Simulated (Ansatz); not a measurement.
`[OH][AlH][Cl]` + H₂O → `[OH][AlH][OH]` + HCl  (formal hydrolysis of the Al–Cl bond)

Gas-phase electronic energies from Ansatz, PBE0-D4/def2-TZVP geometries. CBS: def2 TZ/QZ extrapolation, frozen cores. DFT in def2-TZVPP. Each species was taken in one conformer, which may not be the lowest.

```json
{"level": "CAM-B3LYP-D4", "ΔE (kJ/mol)": "24.9"}
{"level": "LC-ωPBE", "ΔE (kJ/mol)": "30.2"}
```

(1) What does CCSD(T)/CBS give? (Best estimate.)

Largest T1 diagnostic among the species: 0.012.

## Answers

(1) The calculation gave: +33.2 kJ/mol. The listed levels differ from it by -8.3, -3.0 kJ/mol.

In def2-TZVPP, CCSD(T) changes the Hartree–Fock value by −6.5 kJ/mol (the triples alone add +0.0 kJ/mol) and MP2 by −5.2 kJ/mol. From BLYP to BHLYP (50 % exact exchange), in def2-TZVPP and without D4, ΔE moves by +5.8 kJ/mol. Leaving LDA and LC-ωPBE aside and taking each functional with its dispersion term where it has one, the values, not all of them listed here, spread over 11.2 kJ/mol, from BLYP-D4 to HSE06-D4. LDA lies −4.8 kJ/mol from PBE without D4.
